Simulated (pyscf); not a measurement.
O=W(=O)(F)–F + water (H₂O) → O=W(=O)(OH)–F + hydrogen fluoride (HF), a four-centre exchange (singlet surface; F–W, H–O broken, O–W, F–H formed). PySCF, gas phase, ωB97X-D3(BJ)/def2-SVP geometries. Energies in kcal/mol from the separated reactants.

Small-basis levels: PySCF, no dispersion term, spherical d functions. AM1 to PM7: differences of heats of formation from MOPAC, which are fitted to 298 K values and so differ in kind from electronic energies by zero-point and thermal terms. GFN2-xTB: tblite. Cost: rough CPU time at the saddle relative to B3LYP/6-31G*+LANL2DZ, from one job on a shared machine.

```tsv
level	barrier	reaction energy	cost
BP86/6-31G*+LANL2DZ	-1.5	+11.3	2
B3LYP/LANL2DZ	(withheld)	-0.7	0.9
B3LYP/6-311+G**+LANL2DZ	2.9	+0.9	1
PBE/def2-SVP	(withheld)	+7.5	2
B3LYP/def2-SVP	-2.7	+6.8	1
GFN2-xTB	-1.2	+25.4	under 0.02
PM6	39.3	+2.0	under 0.02
ωB97M-D3(BJ)/def2-TZVP	(withheld)	+4.5	–
```

Q: Fill in the missing entries.

A: 
- B3LYP/LANL2DZ, barrier: -8.1
- PBE/def2-SVP, barrier: -6.0
- ωB97M-D3(BJ)/def2-TZVP, barrier: 3.7

Against the last row the barrier runs from -11.8 (B3LYP/LANL2DZ) to +35.7 kcal/mol (PM6). ωB97M-D3(BJ)/def2-TZVP has limits of its own. On the reactant side the descent ends in an adduct with a O–W contact, 17.5 kcal/mol under the separated species and 19.4 kcal/mol under the saddle at ωB97X-D3(BJ)/def2-TZVP. On the product side the descent ends in a complex, 7.8 kcal/mol under the separated species and 5.9 kcal/mol under the saddle at ωB97X-D3(BJ)/def2-TZVP. At ωB97M-D3(BJ) the saddle lies under the separated products, which points to a path from their complex (located at ωB97X-D3(BJ) alone), and parting the products costs more than the saddle. What is counted as formed (O–W) is already present as a longer contact in the reactant adduct; forming that adduct is a step of its own. This is the saddle that the search found; another between the same sides may lie lower. In the def2 sets elements past Kr carry core potentials, without spin-orbit coupling.
